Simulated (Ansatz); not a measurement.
```yaml
crystal:
  periodic: [false, false, false]
  atoms:
    - {symbol: Al, position_ang: [-1.559019, -0.240232, -0.002416]}
    - {symbol: S, position_ang: [0.529694, 0.294436, 0.002564]}
    - {symbol: C, position_ang: [2.088147, -0.246385, -0.001416]}
basis:
  gaussian: {orbitals: def2-TZVP}
magnetization: {spin_polarized: true, initial_magnetization: 3}
hamiltonian: {xc: pbe0}
relax: {f_tol: 0.004, max_steps: 80}
```

```sh
$ ansatz run in.yaml --threads 1 --pin off --events-out ev --progress --plain --max-ram 2176MiB
```

Steps of the relaxation (energy above the last step; positions in Å, forces in eV/Å):

```
3
step 1, 1858.7 meV
Al   -1.559   -0.240   -0.002   -0.663   -0.159   -0.001
S     0.530    0.294    0.003    0.636    0.153    0.001
C     2.088   -0.246   -0.001    0.027    0.005    0.000
```

```
3
step 2, 1841.1 meV
Al   -1.584   -0.242   -0.002   -0.303   -0.092   -0.001
S     0.541    0.293    0.003    0.412    0.076    0.001
C     2.101   -0.244   -0.001   -0.110    0.016    0.000
```

```
3
step 3, 1833.3 meV
Al   -1.601   -0.250   -0.003   -0.032   -0.049    0.000
S     0.555    0.308    0.003    0.187    0.049    0.000
C     2.105   -0.251   -0.001   -0.155    0.000    0.000
```

```
3
step 6, 1733.9 meV
Al   -1.453   -0.421   -0.004    0.555    0.092    0.001
S     0.626    0.695    0.006    0.490   -0.716   -0.006
C     1.887   -0.467   -0.003   -1.046    0.624    0.005
```

```
3
step 8, 1537.3 meV
Al   -1.253   -0.497   -0.004    0.415   -0.028    0.000
S     0.660    0.824    0.007   -0.070    0.166    0.001
C     1.652   -0.519   -0.004   -0.346   -0.138   -0.001
```

```
3
step 11, 78.9 meV
Al   -0.714   -0.601   -0.005   -1.117   -0.682   -0.006
S     0.659    1.076    0.009    0.781   -0.088    0.000
C     1.114   -0.668   -0.005    0.337    0.770    0.006
```

```
3
step 15, 0.0 meV
Al   -0.760   -0.649   -0.006   -0.001    0.000    0.000
S     0.731    1.078    0.009    0.000    0.000    0.000
C     1.087   -0.621   -0.005    0.001    0.001    0.000
```

Close pairs at the end: S2–C3 1.735 Å, Al1–C3 1.847 Å, Al1–S2 2.282 Å.

A stationary point of unrestricted PBE0 after 15 steps, with ⟨S²⟩ = 3.767 against 3.75 for a pure state; no frequencies were run, so it isn't proven a minimum. 34 s on 1 thread of Intel Xeon 6975P-C, shared host.
